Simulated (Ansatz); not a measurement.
```xyz
2

O    -0.1666   -0.0753   -0.1155
H     0.1241    0.0324    0.7350
```

RHF on singlet OH(-) was run in several spherical basis sets with Ansatz (development build ahead of 0.2.0). Caution: no diffuse functions for an anion.

Problem. Rank the basis sets by the total energy that they give, lowest first, with the distance from the lowest.
A. 6-31G
B. aug-cc-pVDZ
C. STO-3G

Solution. B (0.00 eV), A (2.39 eV), C (36.82 eV).

Totals follow the description of the cores as much as that of the bonds, so this order isn't one of quality for chemistry.
